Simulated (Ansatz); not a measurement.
# How far each method lies from UCCSDT(Q) for [AlH₂···H···CH₃], doublet

Geometry: a point of a hydrogen-transfer path between rigid fragments, not a stationary point.

| atom | x (Å) | y (Å) | z (Å) |
| --- | --- | --- | --- |
| Al | -1.1580 | 0.0000 | 0.0000 |
| H | -1.9509 | 1.3734 | 0.0000 |
| H | -1.9509 | -1.3734 | 0.0000 |
| H | 0.7580 | 0.0000 | 0.0000 |
| C | 2.2890 | 0.0000 | 0.0000 |
| H | 2.2890 | -1.0800 | 0.0000 |
| H | 2.2890 | 0.5400 | 0.9353 |
| H | 2.2890 | 0.5400 | -0.9353 |

Basis cc-pVDZ; Ansatz 0.2.0. Only valence electrons are correlated (noble-gas cores frozen), which leaves 13 electrons in 56 orbitals. R marks a restricted (for open shells ROHF) determinant, U an unrestricted one. Active spaces: pair = (3e, 3o) about the gap; frontier = (9e, 9o) about the gap.

Full CI isn't at hand for all of this; UCCSDT(Q) serves as the reference, and is uncertain by about the last step of the cluster series. The frozen core follows each run's orbitals, which can shift R against U totals by a few meV.

For open shells CISD is restricted-active-space CI with the open shells as a complete middle space.

* UHF ⟨S²⟩: 0.814
* T1 diagnostic (RCCSD): 0.0286
* largest doubles amplitude (RCCSD): 0.042
* T1 diagnostic (UCCSD): 0.0206

From what is known of these methods and the diagnostics, rank them by the size of their error in total energy against UCCSDT(Q) in cc-pVDZ, smallest first (an estimate: the text doesn't fix the numbers).
A. NEVPT4(SD) (frontier space)
B. UCCSD
C. MRCISD+Q (frontier space)
D. MRCISD+Q (pair space)
E. RCCSDT

E (0.9 kJ/mol), C (2.6 kJ/mol), D (8.7 kJ/mol), A (13.4 kJ/mol), B (20.2 kJ/mol).

All errors are against UCCSDT(Q) in cc-pVDZ. Within each family the higher level lies nearer, as is usual though not guaranteed.
